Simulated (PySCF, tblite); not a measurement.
# 1-methylazetidine: geometry, infrared bands, NMR shifts and spin-spin couplings

What infrared bands, NMR shifts and spin-spin couplings should 1-methylazetidine (`CN1CCC1`) show?

The runs use tblite 0.8.0 and PySCF 2.14.0, with density-fitted response routines of our own; the level of theory stands in each step. All values are computed, except where a source is named. Atoms count from 0, in the outputs and in this text.

## (1) Starting geometry

14 atoms, charge 0, multiplicity 1; geometry from: force field or distance geometry start.

Bonds of the start (Å): C0–N1 1.47, N1–C2 1.49, C2–C3 1.56, C3–C4 1.54, C4–N1 1.49, C0–H5 1.09, C0–H6 1.10, C0–H7 1.09, C2–H8 1.09, C2–H9 1.09, C3–H10 1.10, C3–H11 1.09, C4–H12 1.10, C4–H13 1.09.

## (2) Optimising the geometry with GFN2-xTB

What the job is given:

```
{"job": {"kind": "relax", "xc": "GFN2-xTB", "basis": "xTB"}, "charge": 0, "multiplicity": 1}
C      1.741200    -0.101800    -0.121800
N      0.382100     0.015200    -0.682300
C     -0.501800    -1.011000    -0.064800
C     -1.585200     0.101900     0.012800
C     -0.387000     1.060800     0.045300
H      1.753300    -0.157200     0.971300
H      2.332400     0.768400    -0.431000
H      2.231500    -0.988500    -0.513000
H     -0.199500    -1.404300     0.910600
H     -0.762900    -1.847300    -0.720700
H     -2.216300     0.084900     0.912800
H     -2.220300     0.175200    -0.868700
H     -0.531900     1.988800    -0.518700
H     -0.036100     1.314200     1.045800
```

Run with:

```console
$ OMP_NUM_THREADS=1 python probes_run.py task.json out
```

One launch serves the whole session: the jobs run in the order shown.

**Question.** This job is followed by: GFN2-xTB harmonic vibrations, gas phase; GIAO PBE0/pcSseg-1 NMR shielding, non-relativistic, gas phase; B3LYP/pcJ-1 indirect spin-spin coupling, non-relativistic, gas phase. What will the session give for the following? strongest single infrared mode (GFN2-xTB); zero-point energy (GFN2-xTB); 13C shifts against TMS (PBE0/pcSseg-1, means over atoms taken as alike); 1H shifts against TMS (PBE0/pcSseg-1, means over atoms taken as alike); 15N shifts against NH3 (PBE0/pcSseg-1); surface potential, 1st and 99th percentile; largest coupling of the table (B3LYP/pcJ-1).

As calculated:

| quantity | value |
| --- | --- |
| strongest single infrared mode (GFN2-xTB) | 2877 cm⁻¹, 128 km/mol |
| zero-point energy (GFN2-xTB) | 78.2 kcal/mol |
| 13C shifts against TMS (PBE0/pcSseg-1, means over atoms taken as alike) | 57.3, 47.2, 15.9 ppm |
| 1H shifts against TMS (PBE0/pcSseg-1, means over atoms taken as alike) | 3.17, 2.21, 1.91 ppm |
| 15N shifts against NH3 (PBE0/pcSseg-1) | 37.5 ppm |
| surface potential, 1st and 99th percentile | -1.60 V and 0.55 V |
| largest coupling of the table (B3LYP/pcJ-1) | 1J(C,H) C2–H8, 145.3 Hz |

Relaxing lowered the energy by 0.270 eV in 42 steps; the close pair that moved most is C0–N1, from 1.475 to 1.437 Å. All 36 modes are real, so the xTB geometry is a minimum. The strongest single mode, at 2877 cm⁻¹, moves mainly H13 and H8. GFN2-xTB is a fitted tight-binding method: band positions and strengths are rough. Its intensities can rank the bands wrongly. C2, C4 (mean) (sp3 CH2 bonded to N) lies farthest downfield among carbon, at 57.3 ppm; deshielded by the electronegative neighbour. H8, H9, H12, H13 (mean) (hydrogen on an sp3 CH2 bonded to N) lies farthest downfield among hydrogen, at 3.17 ppm; its carbon carries N, an electronegative neighbour. At PBE0/pcSseg-1: The largest span, 96 ppm, is at N1, where the paramagnetic term is -93 ppm. In the run at B3LYP/pcJ-1, the largest coupling of the table is C2–H8 (mean over like pairs), 145.3 Hz, of which the Fermi-contact term gives 144.1 Hz. Couplings across rotatable bonds belong to this one conformer; where others are populated, the observed values are averages.
